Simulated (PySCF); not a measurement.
Protonated nitrogen molecule, N2H (charge +1).
SMILES: `N#[NH+]`

Method: EOM-EE-CCSD/aug-cc-pVTZ in PySCF, restricted Hartree–Fock reference, frozen core, non-relativistic, gas phase, PBE0-D3(BJ)/def2-SVP geometry.

Problem. What does EOM-EE-CCSD give for the lowest vertical excitations?

Solution. 
| state | E (eV) | cm⁻¹ | main singles (HF orbitals, share of the singles part) |
| --- | --- | --- | --- |
| singlet 1 | 10.06 | 81140 | HOMO→LUMO 47 %, HOMO-1→LUMO+1 47 % |
| singlet 2 (×2) | 10.36 | 83560 | HOMO-2→LUMO+1 77 %, HOMO-2→LUMO 17 % |
| triplet 1 | 7.58 | 61140 | HOMO-1→LUMO 46 %, HOMO→LUMO+1 46 % |

×n marks degenerate levels (orbitals of the first member shown); a last level whose partners the search may have cut is left out.

Problem. What is the vertical gap between the lowest excited singlet and the lowest triplet?

Solution. 10.06 − 7.58 = 2.48 eV (239 kJ/mol).

The first EOM-IP-CCSD ionisation energy is 27.12 eV, 16.76 eV above the highest singlet listed and 17.06 eV above the lowest.

T1 diagnostic 0.014. EOM-CCSD puts states of mainly double-excitation character too high. An iterative search for so few roots can pass over a low state.
